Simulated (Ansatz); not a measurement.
# One shape, several levels: NH2 (SMILES [NH2])

We compute a comparison of 6 runs (UHF/STO-3G, UHF/3-21G, UHF/def2-SVP, UB3LYP/6-31G*, UPBE0/6-31G**, UCCSD(T)/pcseg-1) of NH2. 

Program for the calculation: Ansatz 0.2.0.

14 further runs of the same task are left out: 4 that didn't finish, 10 set aside as unsound or not needed. Runs told in other sessions of the task aren't counted.

### Step 1. The structure to begin with

NH2: 3 atoms, total charge 0, spin state doublet. SMILES: `[NH2]`. The shape is that of a PBE0-D4/def2-TZVP optimisation.

Bond lengths: N1–H2 1.027 Å, N1–H3 1.027 Å. Angles: H2–N1–H3 103.1°.

### Step 2. Energy and gradient at UHF/STO-3G (run 1)

job.yaml

```yaml
crystal:
  periodic: [false, false, false]
  atoms:
    - {symbol: N, position_ang: [0.337090, -0.200010, 0.166180]}
    - {symbol: H, position_ang: [0.130750, 0.805920, 0.159430]}
    - {symbol: H, position_ang: [-0.467840, -0.605900, -0.325600]}
basis:
  gaussian: {orbitals: STO-3G}
magnetization: {spin_polarized: true, initial_magnetization: 1}
hamiltonian: {xc: hf}
accuracy: high
output: {forces: true, orbitals: {seedname: orbitals}}
```

Launch:

```console
$ ansatz run job.yaml --threads 1 --pin off --max-ram 3480MiB --events-out events.jsonl --progress --plain --runs-dir runs
```

Standard output:

```text
Warning: RAYON_NUM_THREADS=1 ignored (pool sized by the plan → 1); use --threads N
Functional definition: HF
  name "HF"
  exchange = exact_x
  correlation = 0
92 factors; integrals over basis functions are off by at most 1.1e-8 eV
mean field evaluation 1: about -1491.9718 eV, gradient 5.4e0 eV
mean field evaluation 2: about -1491.9903 eV, gradient 5.5e0 eV
mean field evaluation 4: about -1492.1967 eV, gradient 4.4e-1 eV
mean field evaluation 8: about -1492.1996 eV, gradient 2.7e-7 eV
mean field -1492.19959100 eV, -54.8373235199 hartree, gradient 2.6e-8 eV, S^2 0.757314; 0 other end points of the search recorded, 0 dependent functions left out
the calculation of the forces begins
reference -1492.19959100 eV, -54.8373235199 hartree; 5, 4 occupied and 2, 3 virtual orbitals, 92 factors
Total energy: -1492.19959100 eV, -54.8373235199 hartree
Atom 0 at     0.337090    -0.200010     0.166180 Å, force     1.835578    -1.089135     0.904894 eV/Å
Atom 1 at     0.130750     0.805920     0.159430 Å, force    -0.524551     1.472047    -0.133811 eV/Å
Atom 2 at    -0.467840    -0.605900    -0.325600 Å, force    -1.311027    -0.382912    -0.771083 eV/Å
Dipole moment:    -0.296774     0.176090    -0.146302 e Å
```

Wall time 0.04 s (1 thread of Arm Neoverse V2, shared host).

### Step 3. Energy and gradient at UHF/3-21G (run 2)

run.yaml

```yaml
crystal:
  periodic: [false, false, false]
  atoms:
    - {symbol: "N", position_ang: [0.337090, -0.200010, 0.166180]}
    - {symbol: H, position_ang: [0.130750, 0.805920, 0.159430]}
    - {symbol: H, position_ang: [-0.467840, -0.605900, -0.325600]}
basis:
  gaussian:
    orbitals: 3-21G.json
magnetization:
  spin_polarized: true
  initial_magnetization: 1
hamiltonian:
  xc: hf
accuracy: high
output: {forces: true, orbitals: {seedname: orbitals}}
```

The basis set 3-21G is read from a file made from the Basis Set Exchange's data (not shown).

Launch:

```console
$ ansatz run run.yaml --threads 1 --pin off --max-ram 3480MiB --events-out events.jsonl --progress --plain --runs-dir runs
```

Standard output:

```text
Warning: RAYON_NUM_THREADS=1 ignored (pool sized by the plan → 1); use --threads N
Functional definition: HF
  name "HF"
  exchange = exact_x
  correlation = 0
248 factors; integrals over basis functions are off by at most 3.2e-9 eV
mean field evaluation 1: about -1502.8272 eV, gradient 9.8e0 eV
mean field evaluation 2: about -1502.8250 eV, gradient 9.8e0 eV
mean field evaluation 4: about -1503.2911 eV, gradient 8.0e-1 eV
mean field evaluation 8: about -1503.2965 eV, gradient 1.1e-3 eV
mean field -1503.29647366 eV, -55.2451264361 hartree, gradient 4.2e-8 eV, S^2 0.756670; 0 other end points of the search recorded, 0 dependent functions left out
the calculation of the forces begins
reference -1503.29647366 eV, -55.2451264361 hartree; 5, 4 occupied and 8, 9 virtual orbitals, 248 factors
Total energy: -1503.29647366 eV, -55.2451264361 hartree
Atom 0 at     0.337090    -0.200010     0.166180 Å, force    -0.262983     0.156040    -0.129644 eV/Å
Atom 1 at     0.130750     0.805920     0.159430 Å, force     0.213861     0.116253     0.131565 eV/Å
Atom 2 at    -0.467840    -0.605900    -0.325600 Å, force     0.049123    -0.272293    -0.001921 eV/Å
Dipole moment:    -0.376896     0.223630    -0.185800 e Å
```

Wall time 0.08 s (1 thread of Arm Neoverse V2, shared host).

### Step 4. Energy and gradient at UHF/def2-SVP (run 3)

run.yaml: that of step 3 with these lines changed.

```diff
@@ -7,9 +7,5 @@
 basis:
-  gaussian:
-    orbitals: 3-21G.json
-magnetization:
-  spin_polarized: true
-  initial_magnetization: 1
-hamiltonian:
-  xc: hf
+  gaussian: {orbitals: def2-SVP}
+magnetization: {spin_polarized: true, initial_magnetization: 1}
+hamiltonian: {xc: hf}
 accuracy: high
```

Launch:

```console
$ ansatz run run.yaml --threads 1 --pin off --max-ram 3480MiB --events-out events.jsonl --progress --plain --runs-dir runs
```

Standard output:

```text
Warning: RAYON_NUM_THREADS=1 ignored (pool sized by the plan → 1); use --threads N
Functional definition: HF
  name "HF"
  exchange = exact_x
  correlation = 0
474 factors; integrals over basis functions are off by at most 3.4e-9 eV
mean field evaluation 1: about -1510.0682 eV, gradient 1.1e1 eV
mean field evaluation 2: about -1510.0680 eV, gradient 1.1e1 eV
mean field evaluation 4: about -1510.6959 eV, gradient 1.1e0 eV
mean field evaluation 8: about -1510.7046 eV, gradient 8.2e-3 eV
mean field -1510.70457723 eV, -55.5173692210 hartree, gradient 8.1e-8 eV, S^2 0.757873; 0 other end points of the search recorded, 0 dependent functions left out
the calculation of the forces begins
reference -1510.70457723 eV, -55.5173692210 hartree; 5, 4 occupied and 19, 20 virtual orbitals, 474 factors
Total energy: -1510.70457723 eV, -55.5173692210 hartree
Atom 0 at     0.337090    -0.200010     0.166180 Å, force    -0.480814     0.285290    -0.237029 eV/Å
Atom 1 at     0.130750     0.805920     0.159430 Å, force     0.109808    -0.450671     0.012692 eV/Å
Atom 2 at    -0.467840    -0.605900    -0.325600 Å, force     0.371006     0.165382     0.224337 eV/Å
Dipole moment:    -0.337632     0.200333    -0.166444 e Å
```

Wall time 0.14 s (1 thread of Arm Neoverse V2, shared host).

Runs 4 to 5 aren't shown in full; the table further down has their settings and results.

### Step 5. Energy and forces at UCCSD(T)/pcseg-1 (run 6)

molecule.yaml

```yaml
crystal:
  periodic: [false, false, false]
  atoms:
    - {symbol: N, position_ang: [0.337090, -0.200010, 0.166180]}
    - {symbol: H, position_ang: [0.130750, 0.805920, 0.159430]}
    - {symbol: H, position_ang: [-0.467840, -0.605900, -0.325600]}
basis:
  gaussian:
    orbitals: pcseg-1.json
output: {forces: true, orbitals: {seedname: orbitals}}
accuracy: high
correlation:
  method: ccsd_t
  frozen_orbitals: {H: 0, "N": 1}
magnetization:
  spin_polarized: true
  initial_magnetization: 1
scf:
  omitted_lower_state_checks: [cluster_reference, increment]
```

The basis set pcseg-1 is read from a file made from the Basis Set Exchange's data (not shown).

Launch:

```console
$ ansatz run molecule.yaml --threads 1 --pin off --max-ram 3480MiB --events-out events.jsonl --progress --plain --runs-dir runs
```

Standard output:

```text
Warning: RAYON_NUM_THREADS=1 ignored (pool sized by the plan → 1); use --threads N
[... 11 lines left out ...]
1 core orbitals not correlated: weight in the atoms' cores, before any rotation towards them, 1.000 or more for the frozen orbitals, at most 0.000 for the correlated occupied ones
[... 23 lines left out ...]
Total energy: -1516.09174322 eV, -55.7153439194 hartree
[... 3 lines left out ...]
Dipole moment:    -0.330063     0.195842    -0.162713 e Å
Checks for a lower state left out: cluster_reference, increment
```

Run time: 0.86 s. Hardware: 1 thread of Arm Neoverse V2, shared host.

### Step 6. The series

```
run                                level  frozen core orbitals  energy (Eh)  dipole moment (D)  HOMO energy (eV)  LUMO energy (eV)  wall time
  1                           UHF/STO-3G                     –   -54.837324               1.80            -10.16              8.74     0.04 s
  2                            UHF/3-21G                     –   -55.245126               2.29            -11.72              4.80     0.08 s
  3                         UHF/def2-SVP                     –   -55.517369               2.05            -12.32              4.04     0.14 s
  4  UB3LYP/6-31G* (spherical functions)                     –   -55.870839               2.01             -7.98             -2.64     0.77 s
  5  UPBE0/6-31G** (spherical functions)                     –   -55.809473               2.00             -8.27             -2.11     0.84 s
  6                     UCCSD(T)/pcseg-1                     1   -55.715344               2.00            -12.52              3.56     0.86 s
```

### Step 7. What came out

| quantity | value |
| --- | --- |
| run 6: total energy | -55.71534 Eh |
| run 6: dipole moment (correlated density) | 2.00 D |
| run 6: HOMO energy (Hartree–Fock orbitals) (highest over α and β) | -12.52 eV |
| run 6: LUMO energy (Hartree–Fock orbitals) (lowest over α and β) | 3.56 eV |
| run 6: correlation energy (1 core orbital frozen) | -166.0 mEh |
| run 6: (T) correction | -2.51 mEh |
| run 6: ⟨S²⟩ of the reference determinant | 0.757 |
| run 6: T1 diagnostic | 0.007 |
| run 6: largest force on an atom | 0.379 eV/Å |

**Reading.** The dipole moment (its size) runs from 1.80 D (UHF/STO-3G) to 2.29 D (UHF/3-21G). Totals of different functionals can't be ranked against each other. In run 1 the basis is minimal, so the values are rough. All runs together took 2.7 s, the longest 0.86 s.
